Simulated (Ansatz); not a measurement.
# O2Os2: the cost of one run

The runs use Ansatz 0.2.0, Gaussian basis; the settings change from run to run.

## Step 1: The relaxed structure

The structure was relaxed beforehand with PBE0-D4 in a triple-zeta def2 set. Os takes a core potential in def2 sets; no spin-orbit term is included.

4 atoms, charge 1, spin multiplicity 2.

Atoms are counted from 1 here; the program's logs count them from 0.

Bond lengths: Os1–O3 1.820 Å, Os2–O3 1.938 Å, Os2–O4 1.654 Å. Angles: O3–Os2–O4 140.0°, Os1–O3–Os2 79.8°.

## Step 2: revPBE0/def2-TZVP

Options: multiplicity 4, finite nuclei, D4 dispersion.

in.yaml reads:

```yaml
crystal:
  periodic: [false, false, false]
  atoms:
    - {symbol: Os, position_ang: [-1.539609, 0.905972, -0.216087]}
    - {symbol: Os, position_ang: [0.354564, -0.436242, 0.436104]}
    - {symbol: O, position_ang: [0.207743, 1.408872, -0.138997]}
    - {symbol: O, position_ang: [0.977312, -1.878592, -0.081020]}
basis:
  gaussian: {orbitals: def2-TZVP, nuclear_model: gaussian}
total_charge: 1
magnetization: {spin_polarized: true, initial_magnetization: 3}
hamiltonian: {xc: {name: revPBE0}, dispersion: d4}
```

On the command line:

```
$ ansatz run in.yaml --threads 4 --pin off --events-out ev --progress --plain --max-ram 3916MiB
```

What time and memory should one allow on 4 threads of Arm Neoverse V1, shared host?

About 54 s, with a peak of 0.55 GiB.
